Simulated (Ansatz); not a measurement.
Abridged output of a molecular run in Ansatz:

```
Functional definition: HF
429 factors; integrals over basis functions are off by at most 7.3e-4 eV
mean field evaluation 1: about -6100.9334 eV, gradient 2.9e1 eV
mean field evaluation 2: about -6100.9356 eV, gradient 2.9e1 eV
mean field evaluation 4: about -6102.5928 eV, gradient 1.8e0 eV
mean field evaluation 8: about -6102.6049 eV, gradient 2.9e-4 eV
mean field -6102.60490640 eV, -224.2665938159 hartree, gradient 1.2e-6 eV, S^2 0.000000; 0 other end points of the search recorded, 0 dependent functions left out
3 core orbitals not correlated: weight in the atoms' cores, before any rotation towards them, 1.000 or more for the frozen orbitals, at most 0.000 for the correlated occupied ones
reference -6102.60490640 eV, -224.2665938159 hartree; 9, 9 occupied and 35, 35 virtual orbitals, 429 factors
second order -12.43905500 eV of doubles, -0.00000000 eV of singles
cycle   1  -12.42478408 eV  change    1.4e-2 eV  update   8.1e-2
cycle   2  -12.69352322 eV  change   -2.7e-1 eV  update   2.2e-2
cycle   3  -12.76578818 eV  change   -7.2e-2 eV  update   1.3e-2
cycle   4  -12.75757433 eV  change    8.2e-3 eV  update   2.7e-3
cycle   5  -12.75610116 eV  change    1.5e-3 eV  update   9.5e-4
cycle   6  -12.75658703 eV  change   -4.9e-4 eV  update   2.1e-4
cycle   7  -12.75646823 eV  change    1.2e-4 eV  update   5.1e-5
cycle   8  -12.75644247 eV  change    2.6e-5 eV  update   1.4e-5
cycle   9  -12.75645002 eV  change   -7.6e-6 eV  update   4.0e-6
perturbative correction -0.22293641 eV, -0.0081927619 hartree
Total energy: -6115.58429282 eV, -224.7435774693 hartree
```

Its atoms:

Cartesian coordinates in Å:
```
F 0.543 1.003 0.608
B -0.028 -0.022 0.019
F 0.341 -0.314 -1.207
H -0.857 -0.667 0.580
```

(1) Which basis set was used?
A. cc-pV(D+d)Z
B. def2-QZVPP
C. def2-TZVPP
D. def2-TZVPPD

(2) Write the keys of the input that set method, charge and spin (a neutral closed shell needs none for the last two).

## Answers

(1) A. It gives 47 functions.

(2) 
```yaml
correlation: {method: ccsd_t}
```
